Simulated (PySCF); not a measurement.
B3LYP has the VWN-RPA correlation part, as in Gaussian. 

# HO, SMILES `[OH]` (charge 0, multiplicity 2)

Level of theory: B3LYP-D3(BJ)/def2-TZVP // r2SCAN-D4/def2-SVP (PySCF).

| Item | Result |
|---|---|
| highest occupied spin orbital | -8.84 eV |
| dipole moment | 1.77 D |
| total energy | -75.7684 Ha |
| cost | around 5 core-seconds (rough) |

```xyz
2

O      0.4892     0.0000     0.0000
H     -0.4892     0.0000     0.0000
```
Charge 0, spin multiplicity 2.
